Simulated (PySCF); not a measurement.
# Carbon: a sound run and one with changed settings

Sound run: C [He] 2s2 2p2, C⁺ [He] 2s2 2p1. Calculation: PySCF 2.14, in cc-pVDZ-DK; scalar relativity by spin-free X2C-1e. In the sound run the correlated levels freeze 1s2. The sound run starts from symmetry-adapted Hartree-Fock orbitals and uses a fine grid where one is needed.

Changed run: all electrons correlated in a basis built for the valence shell.

```tsv
species	method	sound run (hartree)	changed run (hartree)	converged
C	MP2	-37.75325	-37.75459	yes
C	CCSD(T)	-37.77531	-37.77650	yes
C⁺	MP2	-37.34592	-37.34723	yes
C⁺	CCSD(T)	-37.37197	-37.37304	yes
```

Ionisation energy of C:

```csv
method,sound run (eV),changed run (eV)
UHF,10.799,10.799
MP2,11.084,11.085
SCS-MP2,10.977,10.977
CCSD,10.968,10.971
CCSD(T),10.975,10.979
```

A valence basis has no tight correlating functions, so it recovers only part of the core correlation, and not evenly between atom and ion.

For comparison, NIST gives 11.260 eV between the lowest levels.
